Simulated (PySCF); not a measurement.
C4H10, SMILES CC(C)C.

Coordinates come from a B3LYP-D3(BJ)/def2-SVP optimisation.

Two levels are set side by side: TDDFT-PBE/def2-SVPD (PySCF) and TDDFT-B3LYP/def2-SVPD (PySCF). Vertical, same geometry. The lowest singlet is HOMO→LUMO 99 % with PBE and HOMO→LUMO 99 % with the other functional; states are paired by order. Differences are taken from unrounded values.

| quantity | TDDFT-B3LYP | TDDFT-PBE | TDDFT-PBE minus TDDFT-B3LYP |
|---|---|---|---|
| lowest singlet excitation (eV) | 8.34 | 7.72 | -0.62 |
| lowest triplet excitation (TDA) (eV) | 8.11 | 7.53 | -0.58 |
| first bright state (f over 0.05) (eV) | 8.56 | 7.98 | -0.57 |
| its oscillator strength | 0.07 | 0.06 | -0.01 |

A lower first singlet is the usual sign of a functional without exact exchange. Differences between two approximate levels are no errors against the true value.

Rough cost on one machine, each run with all the roots and properties that it gave: TDDFT-B3LYP against TDDFT-PBE about 3 times.
